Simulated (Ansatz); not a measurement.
```yaml
atoms:
  - { symbol: C, position_ang: [0.0000, 0.0000, 0.6754] }
  - { symbol: C, position_ang: [0.0000, 0.0000, -0.6754] }
  - { symbol: Cl, position_ang: [0.0000, 1.4489, 1.5897] }
  - { symbol: Cl, position_ang: [0.0000, -1.4489, 1.5897] }
  - { symbol: Cl, position_ang: [0.0000, -1.4489, -1.5897] }
  - { symbol: Cl, position_ang: [0.0000, 1.4489, -1.5897] }
```

Basis set: pcseg-2 (spherical functions). Charge 0, multiplicity 1.

Computed with Ansatz (development build ahead of 0.2.0); free ground-state atoms in the same class of orbitals, no zero-point energy, no relativity. Restricted functionals stand beside restricted open-shell atoms, which can lie above the unrestricted atoms usual in DFT and then raise those values.

The atomization energy of singlet C2Cl4 from measured heats of formation, zero-point and thermal terms removed is 20.234 eV (G2/97 set, Curtiss et al., J. Chem. Phys. 106, 1063 (1997), as shipped with ASE); it holds spin-orbit and other relativistic effects.

Problem. How far do PBE0 (restricted), PBE (restricted) miss it in this basis?

Solution.

```csv
method,atomization energy (eV),computed − measured (eV)
PBE0 (restricted),21.074,0.840
PBE (restricted),21.873,1.639
```
